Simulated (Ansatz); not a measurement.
Consider the atomization: `CCl` → C• + Cl• + 3 H•.

Computed with Ansatz on PBE0-D4/def2-TZVP structures; ΔE is electronic, products minus reactants. CCSD(T)/CBS is frozen-core, at the limit of the def2 triple- and quadruple-zeta sets. Open shells (•) are unrestricted, without spin–orbit coupling. Spin–orbit coupling would lower the free atoms: a little for C, Cl.

```
species  CCSD(T)/CBS(def2) energy (Eh)
  `CCl`                     -499.63023
     C•                      -37.78987
    Cl•                     -459.71044
     H•                       -0.50000
```

**Question.** Work out ΔE.

**Answer.** ΔE = 3 × (-0.50000) + (-37.78987) + (-459.71044) − (-499.63023) = 0.62992 Eh = +1653.9 kJ/mol.

Largest T1 diagnostic among the species: 0.009.

Leaving LDA and LC-ωPBE aside and taking each functional with its dispersion term where it has one, the values, not all of them listed here, spread over 66.9 kJ/mol, from BHLYP-D4 to PBE-D4. LDA lies +196.4 kJ/mol from PBE without D4, its usual overbinding. At CCSD(T), def2-SVP lies −90.0 kJ/mol from the extrapolated value and def2-TZVPP −38.0 kJ/mol: correlation converges slowly with the basis, and small sets miss more of it in the bonded molecule than in its fragments. From r2SCAN to r2SCAN0 (25 % exact exchange), in def2-TZVPP and without D4, ΔE moves by −16.8 kJ/mol: exact exchange takes away binding that semilocal exchange gives to molecules.
